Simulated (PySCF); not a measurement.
## Fractional electron number in O⁻ (oxygen, charge -1)

The 2p beta orbital of [He] 2s2 2p5 is emptied in steps (occupation f), with all orbitals relaxed, ending at [He] 2s2 2p4. Computed with PySCF 2.14 in def2-TZVPPD (6s4p3d1f, 40 functions), with no relativity, point nucleus. The exact energy is a straight line in f; departures are measured from the line between the end points of the same method.

```
  f  LDA (eV)  PBE (eV)  PBE0 (eV)  r2SCAN (eV)  MN15 (eV)
  1     0.000     0.000      0.000        0.000      0.000
0.8    -0.734    -0.699     -0.431       -0.632     -0.294
0.6    -1.136    -1.077     -0.667       -0.964     -0.458
0.4    -1.169    -1.102     -0.683       -0.971     -0.467
0.2    -0.798    -0.747     -0.463       -0.644     -0.312
  0     0.000     0.000      0.000        0.000      0.000
```

```tsv
method	E(f=0) − E(f=1) (eV)	−ε at f=1 (eV)	−ε at f=0.4 (eV)
LDA	2.059	-2.371	2.882
PBE	1.776	-2.456	2.585
PBE0	1.386	-1.200	1.886
r2SCAN	1.510	-2.347	2.312
MN15	1.479	-0.258	1.842
```

Orbital energy along the path (eV):

```json
{"f": "1", "LDA": "2.371", "PBE": "2.456", "PBE0": "1.200", "r2SCAN": "2.347", "MN15": "0.258"}
{"f": "0.8", "LDA": "0.816", "PBE": "0.947", "PBE0": "0.306", "r2SCAN": "0.927", "MN15": "-0.307"}
{"f": "0.6", "LDA": "-0.941", "PBE": "-0.743", "PBE0": "-0.739", "r2SCAN": "-0.648", "MN15": "-1.032"}
{"f": "0.4", "LDA": "-2.882", "PBE": "-2.585", "PBE0": "-1.886", "r2SCAN": "-2.312", "MN15": "-1.842"}
{"f": "0.2", "LDA": "-4.966", "PBE": "-4.527", "PBE0": "-3.093", "r2SCAN": "-3.964", "MN15": "-2.666"}
{"f": "0", "LDA": "-7.141", "PBE": "-6.485", "PBE0": "-4.304", "r2SCAN": "-5.455", "MN15": "-3.371"}
```

At f = 1 the orbital energy is positive for LDA, PBE, PBE0, r2SCAN, MN15: only the finite basis holds the electron.

Reference removal energy between the ground levels: 1.461 eV (measured; photodetachment measurements, as compiled on the Wikipedia data page of electron affinities). The calculation has no spin-orbit coupling.
